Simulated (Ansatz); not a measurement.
Compare A (`C=CCC(F)Cl`) with its isomer B (`C[C@@]1(Cl)C[C@H]1F`).

Isolated molecules relaxed with PBE0-D4/def2-TZVP in Ansatz; ΔE leaves out vibrations. CCSD(T)/CBS is the MP2 limit (def2-TZVPP, def2-QZVPP) plus CCSD(T) − MP2 in def2-TZVPP, frozen cores. DFT in def2-TZVPP. B3LYP here is the variant with VWN-RPA as its local correlation; programs differ in this. One conformer a species, not always the lowest.

Q: Which isomer does CCSD(T)/CBS put lower? Give the gap. (Estimate.)

A: Computed: A, by 8.4 kcal/mol.

Q: Give E(B) − E(A) in kcal/mol with ωB97M-V, B3LYP, B2PLYP, CCSD(T)/def2-TZVPP, PBE-D4, PBE0-D4, CCSD/def2-TZVPP. (Estimate.)

A: The calculation gave: ωB97M-V 6.2, B3LYP 9.5, B2PLYP 8.7, CCSD(T)/def2-TZVPP 8.2, PBE-D4 5.4, PBE0-D4 4.0, CCSD/def2-TZVPP 8.0. None reverses the order clearly.

Largest T1 diagnostic: 0.011.

In def2-TZVPP, CCSD(T) changes the Hartree–Fock value by −2.7 kcal/mol (the triples alone add +0.2 kcal/mol) and MP2 by −5.3 kcal/mol. From PBE to PBE0 (25 % exact exchange), in def2-TZVPP and without D4, E(B) − E(A) moves by −1.5 kcal/mol.
